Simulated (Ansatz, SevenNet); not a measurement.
For 2H WSe2, the machine-learned potential SevenNet-0 (trained on PBE and PBE+U data) gives:

* **lattice constant a**: 3.326 Å
* **c axis length**: 14.862 Å
* **elastic constant C11**: 121 GPa
* **elastic constant C44**: 0.14 GPa
* **Voigt–Reuss–Hill shear modulus**: 8.99 GPa

Q: What does r²SCAN (Ansatz, an electronic-structure program, plane waves, PAW) give for the same quantities?

A: 
- lattice constant a: 3.315 Å (shrinks by 0.3 %)
- lattice parameter c: 13.717 Å (decreases by 7.7 %)
- elastic constant C11: 189 GPa (goes up by 56 %)
- elastic constant C44: 7.76 GPa (increases by 5400 %)
- Voigt–Reuss–Hill shear modulus: 27.6 GPa (grows by 210 %)

For comparison: lattice constant a 3.282 Å (measured, 300 K, no zero-point or thermal correction; as tabulated in arXiv:1605.07067); lattice parameter c 12.96 Å (measured, 300 K, no zero-point or thermal correction; as tabulated in arXiv:1605.07067).

Changes are worked out from the printed values.

Unless a cell is named, each level is at its own relaxed cell (SevenNet-0 23.73, r²SCAN 21.76 Å³/atom).

Levels without +SOC leave out spin–orbit coupling, which shifts energies and cells of such heavy elements.

The crystal itself was run without spin with r²SCAN; a magnetic state was not tried in these runs.

Caveats: for a layered or molecular solid the relaxed cell lies over 5 % above the published volume, where the minimum can be shallow (r²SCAN); the cell comes from a level without a dispersion term, which matters for the spacing of layers, chains or molecules (r²SCAN). Ansatz's density-functional and Hartree–Fock values are scalar-relativistic unless marked +SOC, with PAW data made under PBE.
